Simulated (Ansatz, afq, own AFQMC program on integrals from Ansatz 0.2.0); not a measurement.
Integrals from Ansatz 0.2.0, then the random walk in our own AFQMC program (afq).

```yaml
crystal:
  periodic: [false, false, false]
  atoms:
    - {symbol: Ge, position_ang: [0.000000, -0.028531, 0.348760]}
    - {symbol: C, position_ang: [0.000000, 0.024796, -1.640235]}
    - {symbol: H, position_ang: [0.000000, 1.566562, 0.480764]}
    - {symbol: H, position_ang: [0.000000, -0.968678, -2.088296]}
    - {symbol: H, position_ang: [0.876161, 0.581392, -1.990831]}
    - {symbol: H, position_ang: [-0.876161, 0.581392, -1.990831]}
basis:
  gaussian: {orbitals: cc-pVTZ}
magnetization: {spin_polarized: true, initial_magnetization: 2}
correlation: {method: ccsd_t, electrons: outside_noble_gas, hamiltonian_folder: ham}
```

```sh
$ ansatz run in.yaml --threads 1 --pin off --events-out ev --progress --plain --max-ram 24576MiB --backend cuda --devices 0, --max-vram 18GiB
```

afq runs on the folder ham with

```
--method phaseless --trial cisd --walkers 200 --populations 10 --least-time 60 --time-step 0.005 --steps-per-block 50 --equilibration-blocks 28 --max-blocks 4000 --target-error 0.00021 --factor-cut 1e-05 --start spin_pure --seed 6414 --release-times 0.24,0.51,0.99,1.62,2.4 --release-step 0.03 --release-every 3 --taylor-order 6
```

Times are imaginary, in 1/Eh. The walk had a cap of 198 s. With eight or more populations the least sampling time is a fifth of least-time, and the error comes from their spread. Filled inner d shells are frozen with the cores.

afq prints:

```
orbitals 114  electrons 7 5  factors 703 of 750
reference energy -2115.54146199 Eh
CCSD correlation -0.29368864 Eh in 13 cycles, weight of the determinant in the CISD state 0.8765
energy of the start -2115.834994 Eh
 block  time / (1/Eh)  mean weight  energy / Eh
     1     0.250  0.9993  -2115.831550
     2     0.500  1.0010  -2115.836037
     3     0.750  0.9995  -2115.838703
     4     1.000  0.9991  -2115.843755
     5     1.250  0.9997  -2115.841790
     8     2.000  0.9995  -2115.843225
    13     3.250  0.9997  -2115.846517
    49    12.250  1.0006  -2115.847591
    85    21.250  1.0012  -2115.846246
   121    30.250  0.9998  -2115.843233
   157    39.250  0.9991  -2115.845386
   193    48.250  0.9996  -2115.845794
   229    57.250  0.9976  -2115.845234
   265    66.250  0.9998  -2115.848779
   301    75.250  1.0010  -2115.843879
   337    84.250  0.9999  -2115.849141
   373    93.250  0.9999  -2115.850515
   409   102.250  1.0005  -2115.845124
   445   111.250  1.0009  -2115.851281
   481   120.250  1.0011  -2115.842791
   493   123.250  1.0016  -2115.841685
   517   129.250  0.9991  -2115.843621
error from the spread of 10 populations
released: time / (1/Eh)  energy / Eh  error  mean overlap
  0.24  -2115.847290  0.000219  0.9945
  0.51  -2115.847212  0.000126  0.9954
  0.99  -2115.847567  0.000126  0.9895
  1.62  -2115.847724  0.000197  0.9791
  2.40  -2115.847274  0.000343  0.9682
energy -2115.847085 +/- 0.000205 Eh
(rows thinned)
```

The run passed its tests (sampling time, drift between the halves within three errors, error under three times the target), which doesn't prove that it has relaxed.

Against this walk (error 5.6 meV) on the same determinant: CCSD(T) 27.9 meV higher. The error is statistical and leaves out the bias of the constraint. Released to 2.40 1/Eh the energy moves by -5 ± 11 meV (both errors), within twice the noise.

Cautions: constraint bias not in the error; no relativity below Rb; no spin-orbit coupling; inner d shell frozen; another spin lies lower (by 1.43 eV); so few walkers bias the energy.

The walk took 3.2 min on 1 × NVIDIA H100 80GB HBM3 with 2 threads of AMD EPYC 7R13 Processor (Zen 3), on a shared host (the card was shared). The log's last line is the phaseless energy.

A walk keeps the symmetry of its determinant, which the program's search chose and which needn't be the lowest solution, so a lower state of the same spin and another symmetry isn't excluded.
